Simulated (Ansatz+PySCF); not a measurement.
The numbers below are computed, except where a source is named.
A run of Ansatz (development build ahead of 0.2.0) on doublet CH2O(+) at this shape:

```xyz
4

O     0.0000    0.0000   -1.1592
C     0.0000    0.0000    0.0276
H     0.0000    0.9247    0.5658
H     0.0000   -0.9247    0.5658
```

Its results:

```yaml
Converged: yes
Reference_energy: -113.55842 hartree
Correlation_energy: -0.33512 hartree
Total_energy: -113.89353 hartree
Spin_squared_of_the_determinant: 0.750
Stability_test: minimum among restricted orbitals
Occupied_orbitals_by_symmetry_in_an_Abelian_subgroup_alpha;_beta: 5 A1 1 B1 2 B2; 5 A1 1 B1 1 B2
```

Forces (eV/Å):
```
atom     Fx      Fy      Fz
  O1  0.000   0.000  -0.756
  C2  0.000   0.000  -0.119
  H3  0.000   1.206   0.438
  H4  0.000  -1.206   0.438
```

(1) Which input gives this output? Name the method, the orbitals and the basis set, and write the input.

## Answers

(1) ROHF-MP2 in cc-pVTZ.

```yaml
crystal:
  periodic: [false, false, false]
  atoms:
    - { symbol: O, position_ang: [0.0, 0.0, -1.15921] }
    - { symbol: C, position_ang: [0.0, 0.0, 0.02759] }
    - { symbol: H, position_ang: [0.0, 0.92469, 0.56581] }
    - { symbol: H, position_ang: [0.0, -0.92469, 0.56581] }
basis:
  gaussian: { orbitals: cc-pVTZ }
total_charge: 1
magnetization:
  initial_magnetization: 1
hamiltonian:
  xc: hf
correlation:
  method: mp2
  frozen_orbitals: { C: 1, H: 0, O: 1 }
output:
  forces: true
```

Caution: large amplitudes, a single reference is doubtful.
